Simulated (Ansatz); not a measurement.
The parent structure is GaAs in the zinc blende structure (space group F-43m, No. 216).

```yaml
crystal:
  lattice:
    - [0.00000, 2.83335, 2.83335]
    - [2.83335, 0.00000, 2.83335]
    - [2.83335, 2.83335, 0.00000]
  atoms:
    - { symbol: As, position: [0.75000, 0.75000, 0.75000] }
    - { symbol: Ga, position: [0.00000, 0.00000, 0.00000] }
```

Calculations: Ansatz (a program for electronic structure), r2SCAN, PAW, cutoff 500 eV, no SOC.

It is then changed as follows: In takes the place of Ga on all its sites, then cell and atoms are relaxed.

Measured lattice parameter a: GaAs 5.64 Å (static lattice; corrected from measurement; as listed in Daniel Mejia-Rodriguez, S. B. Trickey, Phys. Rev. B (2018)); InAs 6.047 Å (static lattice; corrected from measurement; as listed in Daniel Mejia-Rodriguez, S. B. Trickey, Phys. Rev. B (2018)).

How well does r2SCAN reproduce the measured shift?

With r2SCAN the lattice parameter a moves by +0.443 Å (5.667 → 6.109) against +0.407 Å measured.

No phonon test of stability was made.
